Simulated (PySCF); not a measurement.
**Reproducing measurements on C4H5N**

**Experimental background.**

From NIST CCCBDB Release 22 (SRD 101), experimental dipoles, for the gas: dipole moment (dielectric constant against temperature) 1.84 D.

How close the calculation comes is told at the end.

Species: C4H5N.
Atom-mapped SMILES: `[cH:1]1[cH:2][cH:3][nH:4][cH:5]1` (hydrogens: H6 on C1; H7 on C2; H8 on C3; H9 on N4; H10 on C5)

Geometry (PBE/def2-SVPD, Å), atoms numbered from 1 in this order:
```xyz
10
C4H5N angstrom
C      0.4807    1.1391   -0.0964
C     -0.8867    0.7249   -0.1475
C     -0.9031   -0.6640   -0.0772
N      0.4045   -1.0908    0.0137
C      1.2591   -0.0091    0.0040
H      0.8582    2.1661   -0.1287
H     -1.7668    1.3710   -0.2272
H     -1.7326   -1.3765   -0.0847
H      0.6962   -2.0616    0.0796
H      2.3425   -0.1421    0.0690
```

Runs made with PySCF (gas phase, on this PBE/def2-SVPD geometry; no spin–orbit coupling):

```tsv
level	job	basis functions	wall time
PBE/def2-SVPD, grid level 1	geometry optimisation from a GFN2-xTB start	140	25 s
```

Hardware: one thread of an Arm Neoverse V2, shared host.

**Comparison with experiment**

**Dipole moment.** Measured: 1.84 D (NIST CCCBDB Release 22 (SRD 101), experimental dipoles).

```tsv
level	computed (D)	computed − measured (D)	% (from the printed values)
PBE/def2-SVPD	1.89	+0.05	+3
```

The computed dipoles belong to one fixed geometry; measured ones are averaged over vibrations unless marked μe. Magnitudes are compared, not signs.

The geometry is computed, not the measured one. Where a level misses, the cause wasn't examined.
